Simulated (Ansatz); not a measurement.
Input for Ansatz (development build ahead of 0.2.0):

```yaml
crystal:
  periodic: [false, false, false]
  atoms:
    - { symbol: C, position_ang: [0.0, 0.0, 0.0] }
    - { symbol: P, position_ang: [0.0, 0.0, 4.68] }
basis:
  gaussian: { orbitals: def2-SVP }
magnetization:
  spin_polarized: true
  initial_magnetization: 1
hamiltonian:
  xc: hf
scf:
  omitted_lower_state_checks: [starts, atomic_configurations, cluster_reference, orbital_swaps, given_window_search, neighbouring_geometries, increment]
output:
  forces: true
```

The input is written out in the form of the current development build from the run's settings.

Output:

```
Converged                       : yes
Total energy                    : -378.18355 hartree
Spin squared of the determinant : 2.785
Stability test                  : minimum
```

Forces (eV/Å):
```csv
atom,Fx,Fy,Fz
C1,0.000,0.000,0.011
P2,0.000,0.000,-0.011
```

This is not the lowest solution: another run reaches a determinant 1.61 eV lower. Caution: the unrestricted determinant is a mixture of spin states.
